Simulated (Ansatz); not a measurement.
Results of rVV10 in Ansatz (plane waves, PAW) for fcc Cu.

Settings: plane-wave cutoff 500 eV, 34×34×34 k mesh, Fermi–Dirac smearing 0.1 eV, no spin polarisation, scalar-relativistic PAW data made under PBE.

Computed at the level's own relaxed cell.

Question: Estimate the volume per atom and lattice parameter a that the calculation returns.

Answer: 
- volume per atom = 12.13 Å³/atom
- lattice parameter a = 3.647 Å

Measured, for comparison: equilibrium volume per atom 11.62 Å³/atom, lattice constant a 3.595 Å (low-temperature or extrapolated to 0 K; zero-point anharmonic expansion removed; as tabulated in Csonka et al. (2009), arXiv:0903.4037). Computed (rounded) less measured: equilibrium volume per atom +4.4 %, lattice constant a +1.4 %.

Static lattice: no zero-point or thermal effects.

Cost on a shared machine: around 2.1 core-minutes (rough).

Ansatz is a quantum-chemistry and plane-wave program.
